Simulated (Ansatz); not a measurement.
Multireference treatment of C₄H₄N₂, triplet

Program: Ansatz, Gaussian basis, development build; NEVPT3, NEVPT4(SD), MRCISD by development code. Basis cc-pVTZ, nonrelativistic, 6 orbitals frozen in the corrections. State-specific CASSCF; RHF is the lowest restricted (open-shell) Hartree–Fock solution met. On stretched bonds single-reference methods can fail or change state. Solutions may break the symmetry of the shape. No proof that the lowest CASSCF solution was found.

Geometry:

```xyz
10

C     0.0000    0.0631    1.3245
N     0.0000    1.2375    0.6735
N     0.0000    1.2375   -0.6735
C     0.0000    0.0631   -1.3245
C     0.0000   -1.1815   -0.6923
C     0.0000   -1.1815    0.6923
H     0.0000    0.1493    2.4080
H     0.0000    0.1493   -2.4080
H     0.0000   -2.1014   -1.2696
H     0.0000   -2.1014    1.2696
```

(1) What do CASSCF and its corrections give against RHF in CAS(10,8), and what are the occupations?

(2) How do single-reference totals in the same basis and frozen core stand against SC-NEVPT2 in CAS(10,8)?

(3) Roughly how much CPU time does a whole run from the default start take (median of such runs, summed over threads; nearly all runs on one pinned thread of a shared server, mostly Xeon at 2.3 to 2.6 GHz, by a development driver)?

Answers

(1) CASSCF -2.417 eV, SC-NEVPT2 -28.034 eV, FIC-NEVPT2 -28.126 eV, NEVPT3 -28.664 eV, NEVPT4(SD) -29.575 eV, MRCISD -24.127 eV; occupations 1.96, 1.93, 1.92, 1.92, 1.07, 1.01, 0.12, 0.06. The MRCI reference weight is 0.837.

(2) CCSD(T) -2.136 eV. Coupled cluster stands on the determinant that it favours, which can lie over the RHF solution above, and is in doubt where the occupations are far from 0, 1 and 2.

(3) CAS(10,8): about 5.8 min. Other jobs ran beside these, and the count of passes differs.
